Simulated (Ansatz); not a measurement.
Gas-phase reaction in SMILES: COC [methoxymethane] + 2 [H][H] (H2) → 2 C (CH4) + O (H2O)

Quantity: energy of full hydrogenation (enthalpy at 298 K), in kcal/mol. Conventions: no spin-orbit coupling; 6-311+G** with 5d; non-relativistic; valence correlation only; 6-31G* and kin with 6d, 5d where marked; LANL2DZ all-electron up to Ne. Basis-set limits of correlation are two-point, X^-3; Hartree-Fock from the larger set. [CCSD(T)-MP2]/basis is that difference in the basis named. Ab initio and DFT rows: single points at B3LYP-D3(BJ) geometries (Ansatz, an electronic-structure program), with unscaled harmonic terms from B3LYP/6-31G* at its own minima.

Measured values: Active Thermochemical Tables 1.112 (ions: stationary electron), as tabulated in the package chemicals; they hold spin-orbit and core effects, anharmonicity. 

Value to compare with, the measured value: -49.4 kcal/mol.

| level | program | energy of full hydrogenation (enthalpy at 298 K) (kcal/mol) | error |
|---|---|---|---|
| HF/STO-3G | Ansatz | -25.7 | 23.7 |
| HF/3-21G | Ansatz | -44.6 | 4.8 |
| HF/LANL2DZ | Ansatz | -58.8 | -9.4 |
| HF/6-31G* | Ansatz | -45.6 | 3.8 |
| HF/6-311+G** | Ansatz | -52.4 | -3.0 |
| RI-MP2/CBS(aug-cc-pVTZ,aug-cc-pVQZ)+[CCSD(T)-MP2]/aug-cc-pVTZ | Ansatz | -49.2 | 0.2 |

Among the 5 habitual levels, HF/STO-3G lies farthest from the measured value (23.7 kcal/mol) and HF/6-311+G** nearest (-3.0); 3 of 5 lie above it, and their mean absolute error is 8.9 kcal/mol, the median 4.8. One case shows no general order.

The sets are all those run for this method; runs whose electronic state is in doubt are left out.
